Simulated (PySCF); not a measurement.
**Core-level binding energies of `C[NH][AlH2]`**

CH6AlN.
Z-matrix (Å and degrees, PBE0-D3(BJ)/def2-SVP geometry), rows numbered from 1:
```
C 
N   1  1.4439
Al  2  1.7772  1  129.19
H   1  1.1062  2  112.85  3  -116.45
H   1  1.1057  2  112.67  3   122.09
H   1  1.1015  2  110.15  3     2.89
H   2  1.0163  1  111.97  3   179.82
H   3  1.5876  2  117.15  1   179.62
H   3  1.5882  2  117.70  1    -0.53
```

Level of theory: delta-SCF UKS SCAN, pcX-2 on the ionised atom, pcseg-1 elsewhere, spin-free X2C in PySCF. These are vertical core ionisation energies against the vacuum level, from separate self-consistent calculations with and without the core hole.

List the computed XPS lines with their assignment.

```csv
atom(s),environment,level,binding energy (eV),count
C1,N-methyl carbon,C 1s,291.54,1
N2,"nitrogen bonded to Al, C and H",N 1s,404.11,1
Al3,aluminium bonded to N and 2 H,Al 1s,1566.50,1
```

Which photon energy gives electrons from C 1s of C1 a kinetic energy of 20 eV, and what is their de Broglie wavelength?

hν = 291.54 + 20 = 311.54 eV, recoil neglected; λ = 12.264 Å/√(E/eV) = 2.74 Å.

Isolated species at its PBE0-D3(BJ)/def2-SVP geometry, gas phase.

On one thread, Arm Neoverse V1 (shared host), this took 15 s of wall time.
